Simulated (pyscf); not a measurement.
PySCF, gas phase, ωB97X-D3(BJ)/def2-SVP geometries.

Problem. For F–Ge:–F [singlet] + H atom (H•) + water (H₂O) -> HO–Ge•(F)–F + hydrogen (H₂), an addition across a multiple bond or ene-type step (doublet surface; H–O broken, Ge–O, H–H formed), PBE/def2-TZVP gives ΔE‡ = -0.45 eV and ΔE = -1.55 eV (zero: the separated reactants). In which direction and how far do r²SCAN/def2-TZVP, M06-2X/def2-TZVP, ωB97M-D3(BJ)/def2-TZVP move these?

Solution. r²SCAN: ΔE‡ = -0.52 eV, ΔE = -1.87 eV; M06-2X: ΔE‡ = -0.02 eV, ΔE = -1.93 eV; ωB97M-D3(BJ): ΔE‡ = 0.12 eV, ΔE = -1.52 eV. PBE's barrier lies among them. Its reaction energy lies among theirs. On the reactant side the descent ends in an adduct with a Ge–O contact, 0.70 eV under the separated species and 0.77 eV under the saddle at ωB97X-D3(BJ)/def2-TZVP. At PBE, r²SCAN, M06-2X the saddle lies under the separated reactants, which points to a path from their complex (located at ωB97X-D3(BJ) alone). What is counted as formed (Ge–O) is already present as a longer contact in the reactant adduct; forming that adduct is a step of its own. One saddle was located; it need not be the lowest between these sides. Elements up to Kr have no core potential and no relativistic terms here.
